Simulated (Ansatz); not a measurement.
Start from AlAs in the zinc blende structure (space group F-43m, No. 216; a = 5.728 Å).

Levels (all Ansatz, a first-principles code, PAW): PBE (420 eV, without spin-orbit coupling); PBEsol (420 eV, without spin-orbit coupling); HSE06 (420 eV, no spin-orbit coupling).

Levels that relaxed their own cell: PBE and PBEsol.

| level | band gap | lattice parameter a |
|---|---|---|
| PBE | 1.50 eV | 5.728 Å |
| PBEsol | 1.34 eV | 5.675 Å |
| HSE06 | 2.09 eV | – |

Measured: band gap 2.28 eV (static lattice; corrected from measurement; as listed in Wei Chen et al., Physical Review Materials (2018)); lattice parameter a 5.649 Å (static lattice; corrected from measurement; as listed in Daniel Mejia-Rodriguez, S. B. Trickey, Phys. Rev. B (2018)).

Computed minus measured — band gap: PBE -0.78 eV, PBEsol -0.94 eV, HSE06 -0.19 eV (closest: HSE06); lattice parameter a: PBE +1.4 %, PBEsol +0.5 % (closest: PBEsol). A measured gap can be an optical one, lowered by exciton binding. Levels without spin-orbit coupling miss its lowering of the gap, often about a third of the valence-band splitting.

Single points use the geometry relaxed with PBEsol. The hybrid gap comes from the SCF mesh plus the semilocal run's edge points and a few special points and is an upper bound. Whether these cells are dynamically stable was not tested.
